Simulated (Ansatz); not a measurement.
# H12O6Sm ([Sm(H2O)6]3+): the cost of one run

Computed with Ansatz 0.2.0, Gaussian basis. Level: as each input shows.

The runs, in order: PBE-D4/def2-TZVP, r2SCAN-D4/def2-TZVP, BHLYP-D4/def2-TZVP, ωB97M-V/def2-TZVP, PBE-D4/def2-SVP, PBE0-D4/def2-SVP, MP2/def2-SVP, RPA/def2-SVP.

### 1 The structure

The sextet was relaxed beforehand with PBE-D4/def2-SVP.

19 atoms, charge 3, spin multiplicity 6.

Atoms are counted from 1 here; the program's logs count them from 0.

Bond lengths: Sm1–O2 2.404 Å, Sm1–O5 2.404 Å, Sm1–O8 2.400 Å, Sm1–O11 2.400 Å, Sm1–O14 2.423 Å, Sm1–O17 2.423 Å, O2–H3 0.987 Å, O2–H4 0.987 Å, O5–H6 0.987 Å, O5–H7 0.986 Å, O8–H9 0.986 Å, O8–H10 0.986 Å, O11–H12 0.986 Å, O11–H13 0.986 Å, O14–H15 0.988 Å, O14–H16 0.987 Å, O17–H18 0.987 Å, O17–H19 0.988 Å. Angles: O2–Sm1–O5 179.8°, O2–Sm1–O8 90.2°, O2–Sm1–O11 89.9°, O2–Sm1–O14 90.1°, O2–Sm1–O17 90.1°, O5–Sm1–O8 89.9°, O5–Sm1–O11 89.9°, O5–Sm1–O14 89.9°, O5–Sm1–O17 89.9°, O8–Sm1–O11 179.8°, O8–Sm1–O14 90.1°, O8–Sm1–O17 90.2°, O11–Sm1–O14 89.8°, O11–Sm1–O17 89.8°, O14–Sm1–O17 179.6°, Sm1–O2–H3 128.0°, Sm1–O2–H4 128.1°, H3–O2–H4 103.9° and more.

Sm takes a core potential in the def2 sets. No spin-orbit coupling is included. The ion is computed in the gas phase, without counter-ions or solvent.

PBE0-D4/def2-TZVP was run before; its log isn't repeated, and its numbers join the tables.

### 2 PBE-D4/def2-TZVP

start.molden holds the orbitals of an earlier run on this state, given as this run's starting guess.

Input file in.yaml:

```yaml
crystal:
  periodic: [false, false, false]
  atoms:
    - {symbol: Sm, position_ang: [0.004184, 0.001278, 0.004105]}
    - {symbol: O, position_ang: [0.172030, 0.194996, 2.394878]}
    - {symbol: H, position_ang: [0.141528, 1.015847, 2.941463]}
    - {symbol: H, position_ang: [0.292558, -0.526666, 3.056830]}
    - {symbol: O, position_ang: [-0.170769, -0.195349, -2.385542]}
    - {symbol: H, position_ang: [-0.288900, 0.526156, -3.047870]}
    - {symbol: H, position_ang: [-0.136637, -1.016565, -2.930872]}
    - {symbol: O, position_ang: [2.390686, 0.162372, -0.186839]}
    - {symbol: H, position_ang: [3.048680, 0.297297, 0.535289]}
    - {symbol: H, position_ang: [2.932574, 0.176563, -1.010431]}
    - {symbol: O, position_ang: [-2.383132, -0.160350, 0.187157]}
    - {symbol: H, position_ang: [-2.928616, -0.174226, 1.008483]}
    - {symbol: H, position_ang: [-3.037258, -0.299278, -0.537614]}
    - {symbol: O, position_ang: [-0.179784, 2.409452, -0.184230]}
    - {symbol: H, position_ang: [-1.001505, 2.957085, -0.175566]}
    - {symbol: H, position_ang: [0.541850, 3.073679, -0.297191]}
    - {symbol: O, position_ang: [0.171229, -2.408948, 0.183999]}
    - {symbol: H, position_ang: [-0.556431, -3.069027, 0.282302]}
    - {symbol: H, position_ang: [0.987703, -2.964325, 0.161649]}
basis:
  gaussian: {orbitals: def2-TZVP, initial_orbitals: start.molden}
total_charge: 3
magnetization: {spin_polarized: true, initial_magnetization: 5}
hamiltonian: {xc: pbe, dispersion: d4}
scf: {omitted_lower_state_checks: [starts]}
output: {orbitals: {seedname: orbitals}}
```

Launch:

```
ansatz run in.yaml --threads 4 --pin off --events-out ev --progress --plain --max-ram 9574MiB
```

**Question.** How long does this run take on 4 threads of Intel Xeon, shared host, and how much memory does it need?

About 40 s, with a peak of 1.8 GiB.
